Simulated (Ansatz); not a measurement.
# CHAlO: the cost of one run

The runs use Ansatz 0.2.0, Gaussian basis; def2-QZVPP, core rule «outside noble gas», up to 7 orbitals frozen.

To be run: UHF; ROHF; CCSD(T) on UHF.

2 further runs of the same task are left out: 2 set aside as unsound or not needed. Runs told in other sessions of the task aren't counted.

## Step 1: The geometry

The geometry is a PBE0/def2-TZVP stationary point (not a proven minimum) of the parent state, kept for this charge and spin.

4 atoms, charge 0, spin multiplicity 3.

Atoms are counted from 1 here; the program's logs count them from 0.

Bond lengths: Al1–C2 2.203 Å, Al1–H4 1.641 Å, C2–O3 1.130 Å. Angles: C2–Al1–H4 84.1°, Al1–C2–O3 160.0°.

## Step 2: UHF

Contents of in.yaml:

```yaml
crystal:
  periodic: [false, false, false]
  atoms:
    - {symbol: Al, position_ang: [0.000000, -0.113080, 1.406118]}
    - {symbol: C, position_ang: [0.000000, 0.189159, -0.775794]}
    - {symbol: O, position_ang: [0.000000, -0.047504, -1.881062]}
    - {symbol: H, position_ang: [0.000000, 1.527034, 1.462841]}
basis:
  gaussian: {orbitals: "def2-QZVPP.json"}
magnetization: {spin_polarized: true, initial_magnetization: 2}
hamiltonian: {xc: hf}
output: {orbitals: {seedname: orbitals}}
```

The run is started by

```
$ ansatz run in.yaml --threads 1 --pin off --events-out ev --progress --plain --max-ram 2393MiB
```

Q: Estimate wall time and peak memory on 1 thread of Arm Neoverse V1, shared host.

About 8.5 s, with a peak of 0.4 GiB.
